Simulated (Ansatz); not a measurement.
For rock-salt CaO, r²SCAN+rVV10 in Ansatz (PAW) gives:

| Quantity | Value |
|---|---|
| lattice constant a | 4.780 Å |
| bulk modulus B0 | 120 GPa |
| cohesive energy | 5.81 eV/atom |
| band gap | 4.16 eV |

Question: What does LC-ωPBE in Ansatz (plane waves, PAW) give for the same quantities?

Answer: 
- lattice constant a: 4.800 Å (goes up by 0.4 %)
- bulk modulus: 116 GPa (falls by 3.3 %)
- cohesive energy: 5.53 eV/atom (falls by 0.28 eV/atom)
- band gap: 10.79 eV (grows by 6.63 eV)

For comparison: lattice constant a 4.781 Å (measured, zero-point anharmonic expansion removed; as tabulated in Chen et al. (2018), doi:10.1103/physrevmaterials.2.073803); bulk modulus 120 GPa (measured, low temperature, extrapolated to 0 K; as tabulated in Chen et al. (2018), doi:10.1103/physrevmaterials.2.073803); cohesive energy 5.53 ± 0.03 eV/atom (worked out here from tabulated enthalpies at 298 K, copied from a table, unchecked, brought to a static lattice with a Debye model, atoms in their spin–orbit ground levels; inputs from the CRC Handbook).

Changes are worked out from the printed values.

Unless a cell is named, each level is at its own relaxed cell (r²SCAN+rVV10 13.65, LC-ωPBE 13.83 Å³/atom).

Density-functional gaps are differences of (generalised) Kohn–Sham levels.

Ansatz's density-functional and Hartree–Fock values are scalar-relativistic unless marked +SOC, with PAW data made under PBE.

Ansatz is a first-principles code.
